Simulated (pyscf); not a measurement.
This saddle point was located with ωB97X-D3(BJ)/def2-SVP in PySCF.

```xyz
9

Cl     0.8360     1.1163    -0.2602
C     -0.7941     0.2241     0.3619
C     -1.3972    -0.4599    -0.8345
Cl    -2.8993    -1.3034    -0.3408
H     -0.4529    -0.4664     1.1419
H     -1.4139     1.0305     0.7707
H     -0.7129    -1.2095    -1.2528
H     -1.6599     0.2634    -1.6175
H      2.2025     1.8605    -0.7971
```
Charge 0, spin multiplicity 2.

Surface: doublet, charge 0. Lowest wavenumbers (cm⁻¹): 1153i, 102, 177, 203, 225.

**Question.** Which two sides does it connect, and which bonds change?

**Answer.** Cl–CH₂–CH₂–Cl (SMILES ClCCCl) + H• (SMILES [H]) <-> HCl (SMILES Cl) + •H₂C–CH₂–Cl (SMILES [CH2]CCl), an atom transfer read from left to right: C–Cl broken and Cl–H formed. At ωB97M-D3(BJ)/def2-TZVP it lies +11.3 kcal/mol from the left side and +30.8 kcal/mol from the right (each side as separated species at their lowest minima found). One saddle was located; it need not be the lowest between these sides. The angle at the transferred Cl is 179°.
